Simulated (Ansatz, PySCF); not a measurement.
Process, species as SMILES: C#C (C2H2) → C#C (C2H2) as doublet, charge +1 + e-
Structures are relaxed separately at B3LYP-D3(BJ)/def2-TZVP in Ansatz (a first-principles code).

Property: adiabatic ionisation energy (0 K, with B3LYP-D3(BJ) harmonic zero-point energies from PySCF), in eV. Correlated levels leave the core frozen unless marked. UHF or UKS for open shells. Spin-orbit coupling is left out. Non-relativistic. CBS marks a two-point X^-3 extrapolation of the correlation energy; Hartree-Fock from the larger set.

Measured: 11.40 eV (CCCBDB table in ASE); it holds spin-orbit effects, which all levels lack. This is an older compilation, not checked against later work.

| level | program | adiabatic ionisation energy (eV) | error against measurement |
|---|---|---|---|
| revPBE-D4/def2-TZVPD | Ansatz + dftd4 | 11.17 | -0.23 |
| B97M-V/def2-TZVPD | Ansatz | 11.10 | -0.30 |
| PBE0-D3(BJ)/def2-TZVPD | Ansatz + dftd3 | 11.15 | -0.25 |
| PBE0/def2-TZVPD | Ansatz | 11.15 | -0.25 |
| HSE06-D4/def2-TZVPD | Ansatz + dftd4 | 11.16 | -0.24 |
| CAM-B3LYP-D3(BJ)/def2-TZVPD | Ansatz + dftd3 | 11.24 | -0.16 |
| CAM-B3LYP-D4/def2-TZVPD | Ansatz + dftd4 | 11.25 | -0.15 |
| CAM-B3LYP/def2-TZVPD | Ansatz | 11.24 | -0.16 |
| CCSD/aug-cc-pVDZ | Ansatz | 10.98 | -0.42 |
| CCSD/cc-pVDZ | Ansatz | 10.87 | -0.53 |
| CCSD/aug-cc-pVTZ | Ansatz | 11.16 | -0.24 |
| CCSD/cc-pwCVTZ | Ansatz | 11.13 | -0.27 |
| CCSD/def2-TZVPP | Ansatz | 11.13 | -0.27 |
| CCSD/def2-TZVPPD | Ansatz | 11.14 | -0.26 |
| CCSD/def2-QZVPP | Ansatz | 11.19 | -0.21 |
| CCSD/CBS(def2-TZVPP,def2-QZVPP) | Ansatz | 11.24 | -0.16 |
| CCSD(T)/cc-pVDZ | Ansatz | 10.96 | -0.44 |
| CCSD(T)/def2-SVP | Ansatz | 11.04 | -0.36 |
| CCSD(T)/def2-QZVPP | Ansatz | 11.33 | -0.07 |
| CCSDT(Q)/cc-pVDZ | Ansatz | 10.96 | -0.44 |
| CCSD(T)/CBS(def2-TZVPPD,def2-QZVPPD) | Ansatz | 11.38 | -0.02 |
